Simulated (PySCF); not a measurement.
HN, charge +1, doublet, at a GFN2-xTB geometry of the parent state (a state made from the parent by changing its charge; the spin is typed, not shown lowest); CAMB3LYP/def2-TZVP run with PySCF.

Input for PySCF:
```python
from pyscf import gto, scf, dft

mol = gto.Mole()
mol.atom = '''
    N    -0.00000000   -0.00000000   -0.12795737
    H     0.00000000    0.00000000    0.89570158
'''
mol.basis = 'def2-tzvp'
mol.charge = 1
mol.spin = 1
mol.verbose = 4
mol.build()

mf = dft.UKS(mol)
mf.xc = 'camb3lyp'
mf.kernel()
mf.analyze()
```

The log (banner, timings and long lists left out):

```
PySCF version 2.14.0

[INPUT] verbose = 4
[INPUT] num. atoms = 2
[INPUT] num. electrons = 7
[INPUT] charge = 1
[INPUT] spin (= nelec alpha-beta = 2S) = 1
[INPUT] symmetry False subgroup None
[INPUT] Mole.unit = angstrom
[INPUT] Symbol           X                Y                Z      unit          X                Y                Z       unit  Magmom
[INPUT]  1 N      0.000000000000   0.000000000000  -0.127957370000 AA    0.000000000000   0.000000000000  -0.241804384920 Bohr   0.0
[INPUT]  2 H      0.000000000000   0.000000000000   0.895701580000 AA    0.000000000000   0.000000000000   1.692630675540 Bohr   0.0

nuclear repulsion = 3.61862754820832
number of shells = 15
number of NR pGTOs = 54
number of NR cGTOs = 37
basis = def2-tzvp
ecp = {}

******** <class 'pyscf.dft.uks.UKS'> ********
method = UKS
initial guess = minao
damping factor = 0
level_shift factor = 0
DIIS = <class 'pyscf.scf.diis.CDIIS'>
diis_start_cycle = 1
diis_space = 8
diis_damp = 0
SCF conv_tol = 1e-09
SCF conv_tol_grad = None
SCF max_cycles = 50
direct_scf = True
direct_scf_tol = 1e-13
number electrons alpha = 4  beta = 3
XC library pyscf.dft.libxc version 7.1.2
    S. Lehtola, C. Steigemann, M. J. T. Oliveira, and M. A. L. Marques,  SoftwareX 7, 1–5 (2018)
XC functionals = camb3lyp
    T. Yanai, D. P. Tew, and N. C. Handy,  Chem. Phys. Lett. 393, 51 (2004)
radial grids:
    Treutler-Ahlrichs [JCP 102, 346 (1995); DOI:10.1063/1.469408] (M4) radial grids

becke partition: Becke, JCP 88, 2547 (1988); DOI:10.1063/1.454033
pruning grids: <function nwchem_prune>
grids dens level: 3
symmetrized grids: False
atomic radii adjust function: <function treutler_atomic_radii_adjust>
small_rho_cutoff = 0
Set gradient conv threshold to 3.16228e-05
tot grids = 23712
init E= -54.9589776677944

cycle= 1 E= -54.6168593426681  delta_E= 0.342  |g|= 0.414  |ddm|= 0.708
cycle= 2 E= -54.6949452949769  delta_E= -0.0781  |g|= 0.226  |ddm|= 0.435
cycle= 3 E= -54.7135949656207  delta_E= -0.0186  |g|= 0.0144  |ddm|= 0.138
cycle= 4 E= -54.7137175144932  delta_E= -0.000123  |g|= 0.00302  |ddm|= 0.0155
cycle= 5 E= -54.7137250785014  delta_E= -7.56e-06  |g|= 0.000794  |ddm|= 0.00337
cycle= 6 E= -54.7137257716363  delta_E= -6.93e-07  |g|= 0.00021  |ddm|= 0.000955
cycle= 7 E= -54.7137258376119  delta_E= -6.6e-08  |g|= 4.51e-05  |ddm|= 0.000327
cycle= 8 E= -54.7137258410288  delta_E= -3.42e-09  |g|= 3.84e-06  |ddm|= 8.99e-05
cycle= 9 E= -54.7137258410588  delta_E= -3e-11  |g|= 1.44e-06  |ddm|= 8.14e-06
Extra cycle  E= -54.7137258410699  delta_E= -1.12e-11  |g|= 1.42e-06  |ddm|= 3.26e-06
converged SCF energy = -54.7137258410699  <S^2> = 0.75231499  2S+1 = 2.0023136
**** SCF Summaries ****
Total Energy =                         -54.713725841069945
Nuclear Repulsion Energy =               3.618627548208317
One-electron Energy =                  -77.755896012565756
Two-electron Energy =                   19.423542623287496
Two-electron Coulomb Energy =           26.203238457248585
DFT Exchange-Correlation Energy =       -6.779695833961088
**** MO energy ****
                             alpha | beta                alpha | beta
MO #1   energy= -15.0431645189397  | -15.0194262002926  occ= 1 | 1
MO #2   energy= -1.38675669215135  | -1.3200763521896   occ= 1 | 1
MO #3   energy= -0.931285719220078 | -0.903811419471776 occ= 1 | 1
MO #4   energy= -0.887125568799931 | -0.572728101567321 occ= 1 | 0
MO #5   energy= -0.599356720611546 | -0.506662847244908 occ= 0 | 0
MO #6   energy= -0.211800042279602 | -0.204079518470888 occ= 0 | 0
MO #7   energy= 0.0281950331333642 | 0.035342274539712  occ= 0 | 0
MO #8   energy= 0.0471158534339519 | 0.0607009609792871 occ= 0 | 0
MO #9   energy= 0.0554143356823155 | 0.0753036395055365 occ= 0 | 0
MO #10  energy= 0.0707395200008742 | 0.0854985172706474 occ= 0 | 0
MO #11  energy= 0.190953761643328  | 0.199097857266135  occ= 0 | 0
MO #12  energy= 0.58527943362423   | 0.594061765873771  occ= 0 | 0

To work with the spin densities directly, `use mulliken_meta_spin()` only printing them here.

 ** Mulliken spin pop alpha/beta on meta-lowdin orthogonal AOs **
 ** Mulliken Spin Density (per AO)  **
spin_pop of  0 N 1s       -0.00001
spin_pop of  0 N 2s        0.01286
spin_pop of  0 N 3s        0.00044
spin_pop of  0 N 4s       -0.00005
spin_pop of  0 N 5s       -0.00000
spin_pop of  0 N 2px       0.54041
spin_pop of  0 N 2py       0.45499
spin_pop of  0 N 2pz       0.01057
spin_pop of  0 N 3px       0.00135
spin_pop of  0 N 3py       0.00114
spin_pop of  0 N 3pz       0.00086
spin_pop of  0 N 4px       0.00000
spin_pop of  0 N 4py       0.00000
spin_pop of  0 N 4pz       0.00002
spin_pop of  0 N 3dxy     -0.00030
spin_pop of  0 N 3dyz      0.00072
spin_pop of  0 N 3dz^2     0.00002
spin_pop of  0 N 3dxz      0.00085
spin_pop of  0 N 3dx2-y2   -0.00000
spin_pop of  0 N 4dxy      0.00000
spin_pop of  0 N 4dyz      0.00003
spin_pop of  0 N 4dz^2     0.00006
spin_pop of  0 N 4dxz      0.00003
spin_pop of  0 N 4dx2-y2    0.00000
spin_pop of  0 N 4f-3      0.00000
spin_pop of  0 N 4f-2     -0.00003
spin_pop of  0 N 4f-1      0.00000
spin_pop of  0 N 4f+0     -0.00014
spin_pop of  0 N 4f+1      0.00000
spin_pop of  0 N 4f+2     -0.00000
spin_pop of  0 N 4f+3      0.00000
spin_pop of  1 H 1s       -0.02361
spin_pop of  1 H 2s       -0.00056
spin_pop of  1 H 3s       -0.00006
spin_pop of  1 H 2px       0.00026
spin_pop of  1 H 2py       0.00022
spin_pop of  1 H 2pz      -0.00006
 ** Mulliken Spin Density (per atom)  **
spin density of  0 N =      1.02381
spin density of  1 H =     -0.02381
 ** Mulliken pop alpha/beta on meta-lowdin orthogonal AOs **
 ** Mulliken pop       alpha | beta **
pop of  0 N 1s        0.99995 | 0.99996
pop of  0 N 2s        0.91477 | 0.90191
pop of  0 N 3s        0.00360 | 0.00317
pop of  0 N 4s        0.00027 | 0.00032
pop of  0 N 5s        0.00000 | 0.00000
pop of  0 N 2px       0.54041 | 0.00000
pop of  0 N 2py       0.45499 | 0.00000
pop of  0 N 2pz       0.77382 | 0.76325
pop of  0 N 3px       0.00135 | 0.00000
pop of  0 N 3py       0.00114 | 0.00000
pop of  0 N 3pz       0.00386 | 0.00300
pop of  0 N 4px       0.00000 | 0.00000
pop of  0 N 4py       0.00000 | 0.00000
pop of  0 N 4pz       0.00041 | 0.00040
pop of  0 N 3dxy      0.00009 | 0.00039
pop of  0 N 3dyz      0.00072 | 0.00000
pop of  0 N 3dz^2     0.00554 | 0.00552
pop of  0 N 3dxz      0.00085 | 0.00000
pop of  0 N 3dx2-y2    0.00000 | 0.00000
pop of  0 N 4dxy      0.00000 | 0.00000
pop of  0 N 4dyz      0.00003 | 0.00000
pop of  0 N 4dz^2     0.00027 | 0.00020
pop of  0 N 4dxz      0.00003 | 0.00000
pop of  0 N 4dx2-y2    0.00000 | 0.00000
pop of  0 N 4f-3      0.00000 | 0.00000
pop of  0 N 4f-2      0.00000 | 0.00003
pop of  0 N 4f-1      0.00000 | 0.00000
pop of  0 N 4f+0      0.00035 | 0.00049
pop of  0 N 4f+1      0.00000 | 0.00000
pop of  0 N 4f+2      0.00000 | 0.00000
pop of  0 N 4f+3      0.00000 | 0.00000
pop of  1 H 1s        0.28412 | 0.30773
pop of  1 H 2s        0.00825 | 0.00881
pop of  1 H 3s        0.00403 | 0.00410
pop of  1 H 2px       0.00026 | 0.00000
pop of  1 H 2py       0.00022 | 0.00000
pop of  1 H 2pz       0.00064 | 0.00071
In total             4.00000 | 3.00000
 ** Mulliken atomic charges   ( Nelec_alpha | Nelec_beta ) **
charge of  0N =      0.61887  (     3.70247      2.67866 )
charge of  1H =      0.38113  (     0.29753      0.32134 )

WARN: System has nonzero charge 1; the dipole moment is origin-dependent.
Location of origin: [0. 0. 0.]

Dipole moment(X, Y, Z, Debye): -0.00000, -0.00000,  1.71451
```
